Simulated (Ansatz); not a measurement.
## Structure relaxation of GeAu2

Computed with DFT PBE, scalar-relativistic, plane waves, PAW (Ansatz). Cutoff 420 eV, Γ-centred k mesh, Gaussian smearing, no spin polarisation in the final step.

GeAu2 was placed on the cubic Laves (C15) structure type (Fd-3m, No. 227), with Ge in place of Mg, Au in place of Cu, at a guessed volume.

```
Ge Au
1.0
     0.00000    3.80408    3.80408
     3.80408    0.00000    3.80408
     3.80408    3.80408    0.00000
Ge Au
2 4
Direct
  0.00000 0.00000 0.00000
  0.25000 0.25000 0.25000
  0.62500 0.62500 0.62500
  0.12500 0.62500 0.62500
  0.62500 0.62500 0.12500
  0.62500 0.12500 0.62500
```

Cell and atoms relax at zero pressure; the relaxation can't lower the symmetry of the start. After a coarse first stage the cell is made exact in the group found at 0.06 Å.

The zero of energy is the elements' standard structures at the same level; no fitted shifts are applied.

Describe the relaxed structure.

It keeps Fd-3m (No. 227). The result has the cubic Laves (C15) structure. Conventional cell: a = 7.849 Å. Ge is coordinated by 12 Au at 3.25 Å and 4 Ge at 3.40 Å; Au has 6 Au at 2.78 Å and 6 Ge at 3.25 Å.

```xyz
6
Lattice="0.0000 3.9246 3.9246 3.9246 0.0000 3.9246 3.9246 3.9246 0.0000" Properties=species:S:1:pos:R:3 pbc="T T T"
Ge    0.0000    0.0000    0.0000
Ge    1.9623    1.9623    1.9623
Au    4.9057    4.9057    4.9057
Au    4.9057    2.9434    2.9434
Au    2.9434    2.9434    4.9057
Au    2.9434    4.9057    2.9434
```

What are its volume, energy, density and gap?

The volume per atom is 20.15 Å³, the density is 12.82 g/cm³ and the energy over the elements is 0.207 eV/atom. The gap on the 8×8×8 mesh is 0.10 eV.

The final run used a 8×8×8 mesh on its 6-atom cell and 0.01 eV smearing. Spin–orbit coupling is left out. Symmetry constrained the relaxation, so the result can be a saddle point.

Cost: 3 runs of about 1 core-minutes in all, on Intel Xeon Platinum 8375C (Ice Lake) (shared hosts).